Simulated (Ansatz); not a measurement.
A nudged elastic band was laid between two geometries of C2H3O (6 atoms, charge 0, multiplicity 2).

Computed with UKS BHLYP-D4/STO-3G (Ansatz 0.2.0).

```json
{"movable images": "5", "climbing image": "yes", "spring": "5.0 eV/Å²", "optimiser": "quadratic models (default)", "start path": "through a guess of the saddle point", "force threshold": "0.03 eV/Å", "iteration limit": "60", "end points": "relaxed"}
```

Initial state:

```xyz
6
Properties=species:S:1:pos:R:3
C -0.820 -0.367 -0.268
C 0.349 0.362 0.278
O 0.157 -1.096 0.429
H -1.071 -0.580 -1.316
H 1.188 0.660 -0.360
H 0.239 0.958 1.190
```

Final state:

```xyz
6
Properties=species:S:1:pos:R:3
C -0.173 -0.047 -0.558
C 0.549 -0.246 0.720
O -0.848 -0.392 0.711
H -0.155 -0.833 -1.321
H -0.387 0.956 -0.946
H 1.056 0.498 1.349
```

Q: What changes between the two ends?

A: Bonds broken: C2–H5. Bonds formed: C1–H5.  The two ends are copies of one structure, up to a mirror image or an exchange of like atoms.

Q: What energy profile does the band end with?

A: The run converged. The highest image is number 4 of 0 to 6, 95.5 kcal/mol above the ends, which have the same energy within 2 meV. The profile has 2 maxima (images 1, 4) with wells between them (image 2): this band takes more than one step, which may be the mechanism or a detour left from its start path. Neighbouring images differ by up to 2.5 eV, so the band resolves the path poorly. A vibrational analysis at the climbing image gives one clearly imaginary mode, 1143i cm⁻¹: a first-order saddle point. Limits of this set-up: minimal basis.

| image | path coordinate (Å) | energy (kcal/mol) | C2–H5 (Å) | C1–H5 (Å) |
| --- | --- | --- | --- | --- |
| 0 | 0.00 | 0.0 | 1.10 | 2.26 |
| 1 | 0.76 | 53.1 | 1.09 | 2.23 |
| 2 | 1.51 | 48.5 | 1.10 | 2.60 |
| 3 | 2.27 | 62.4 | 1.10 | 2.20 |
| 4 | 3.03 | 95.5 | 1.34 | 1.33 |
| 5 | 3.66 | 38.3 | 1.82 | 1.08 |
| 6 | 4.29 | 0.0 | 2.26 | 1.10 |

Q: What is the geometry of the highest image?

A: 
```xyz
6
Properties=species:S:1:pos:R:3
C -0.800 -0.108 -0.698
C 0.595 0.040 0.535
O -0.511 -0.743 0.663
H -0.241 -0.810 -1.389
H 0.161 0.786 -0.485
H 0.838 0.771 1.327
```

The band took 34 iterations and about 2.2 core-minutes.

Run time: 2.2 min on 1 thread of Arm Neoverse V2 (shared host), peak memory 0.091 GiB.
